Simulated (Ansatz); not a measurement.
# C₃H₅ClS: one species, many methods

Aim: compute C₃H₅ClS with functionals from several rungs and with coupled cluster, and see how far each lands from CCSD(T) at the basis-set limit for the atomisation energy.

Program: Ansatz 0.2.0, Gaussian basis. Level of theory: functionals in def2-TZVPP, the program's frozen cores in correlated methods. These are calculated values, not measurements.

Levels to be run: LDA (SPW92), PBE-D4, revPBE-D4, BLYP-D4, r2SCAN-D4, B97M-V, PBE0-D4, B3LYP-D4, r2SCANh-D4, r2SCAN0-D4, HSE06-D4, BHLYP-D4, CAM-B3LYP-D4, LC-ωPBE, ωB97X-V, ωB97M-V, B2PLYP, PBE-QIDH; CCSD(T)/def2-SVP; CCSD(T)/def2-TZVPP; MP2/def2-QZVPP; extrapolation to the limit; RPA on PBE.

**1. Structure used throughout**

An earlier PBE0-D4 in a triple-zeta def2 set relaxation fixed the geometry.

SMILES `CC(=S)CCl`, 10 atoms, charge 0, spin multiplicity 1.

Atoms are counted from 1 here; the program's logs count them from 0.

Bond lengths: C1–C2 1.487 Å, C1–H6 1.095 Å, C1–H7 1.087 Å, C1–H8 1.095 Å, C2–S3 1.617 Å, C2–C4 1.501 Å, C4–Cl5 1.786 Å, C4–H9 1.094 Å, C4–H10 1.086 Å. Angles: C2–C1–H6 110.6°, C2–C1–H7 111.0°, C2–C1–H8 109.4°, H6–C1–H7 110.4°, H6–C1–H8 105.9°, H7–C1–H8 109.4°, C1–C2–S3 123.8°, C1–C2–C4 117.2°, S3–C2–C4 119.0°, C2–C4–Cl5 113.8°, C2–C4–H9 108.7°, C2–C4–H10 110.8°, Cl5–C4–H9 106.3°, Cl5–C4–H10 107.9°, H9–C4–H10 109.3°.

**2. LDA**

This LDA is Slater exchange with PW92 correlation.

The input, in.yaml:

```yaml
crystal:
  periodic: [false, false, false]
  atoms:
    - {symbol: C, position_ang: [-0.778794, -1.018143, 0.162282]}
    - {symbol: C, position_ang: [0.544926, -0.361987, -0.008114]}
    - {symbol: S, position_ang: [1.947727, -1.165185, -0.051675]}
    - {symbol: C, position_ang: [0.563650, 1.137006, -0.073579]}
    - {symbol: Cl, position_ang: [-0.744443, 1.830597, -1.072906]}
    - {symbol: H, position_ang: [-1.359755, -0.515822, 0.943093]}
    - {symbol: H, position_ang: [-0.662361, -2.073582, 0.395859]}
    - {symbol: H, position_ang: [-1.359254, -0.911180, -0.759562]}
    - {symbol: H, position_ang: [0.420855, 1.533232, 0.935906]}
    - {symbol: H, position_ang: [1.510551, 1.493963, -0.468204]}
basis:
  gaussian: {orbitals: def2-TZVPP}
hamiltonian: {xc: lda}
output: {orbitals: {seedname: orbitals}}
```

Launch:

```
$ ansatz run in.yaml --threads 4 --pin off --events-out ev --progress --plain --max-ram 10444MiB
```

The runs that follow: PBE-D4 (GGA); revPBE-D4 (GGA); BLYP-D4 (GGA); r2SCAN-D4 (meta-GGA); B97M-V (meta-GGA); PBE0-D4 (hybrid); B3LYP-D4 (hybrid); r2SCANh-D4 (hybrid); r2SCAN0-D4 (hybrid); HSE06-D4 (hybrid); BHLYP-D4 (hybrid); CAM-B3LYP-D4 (range-separated); LC-ωPBE (range-separated); ωB97X-V (range-separated); ωB97M-V (range-separated); B2PLYP (double hybrid); PBE-QIDH (double hybrid); CCSD(T) in def2-SVP; CCSD(T) in def2-TZVPP; MP2 in def2-QZVPP; RPA on PBE orbitals.

Q: Predict the results of all the runs planned. Wanted: atomisation energy, CCSD(T)/CBS; farthest beyond LDA; mean size of error, GGA; mean size of error, meta-GGA; mean size of error, hybrid; mean size of error, range-separated; mean size of error, double hybrid; gap, smallest and largest; T1 diagnostic.

The runs gave:

| quantity | value |
| --- | --- |
| atomisation energy, CCSD(T)/CBS | 3771.3 kJ/mol |
| functionals within 18.9 kJ/mol (0.5 %) | BLYP-D4, B3LYP-D4, r2SCANh-D4, CAM-B3LYP-D4, ωB97X-V, PBE-QIDH |
| farthest beyond LDA | BHLYP-D4 (-123.0 kJ/mol) |
| mean size of error, GGA | 50.3 kJ/mol |
| mean size of error, meta-GGA | 26.1 kJ/mol |
| mean size of error, hybrid | 42.5 kJ/mol |
| mean size of error, range-separated | 13.7 kJ/mol |
| mean size of error, double hybrid | 22.7 kJ/mol |
| gap, smallest and largest | 2.11 eV (LDA (SPW92)), 9.29 eV (LC-ωPBE) |
| T1 diagnostic | 0.0141 |
| triples share of the correlation energy | 4.6 % |

What this shows: LDA overbinds by 599.4 kJ/mol (16 %). PBE-D4 misses by +119.7 kJ/mol. Double hybrids carry the basis error of their MP2 part in triple zeta, and no dispersion term here, so their miss is partly the set-up's. Taken by rung, range-separated functionals do best (13.7 kJ/mol on average) and GGA ones worst beyond LDA (50.3 kJ/mol). The gap between the best rungs is small, so their order is not settled. The reference freezes the cores and leaves out relativity and excitations past (T), so misses under about 18.9 kJ/mol can't be ranked. Hartree-Fock recovers 72 % of the binding; the rest is correlation. CCSD(T) in def2-SVP is off by -186.3 kJ/mol, so the small basis spoils what the method gains. Orbital gaps span 2.1 to 9.3 eV; exact exchange widens them. The restricted reference is unstable towards a spin-broken one.
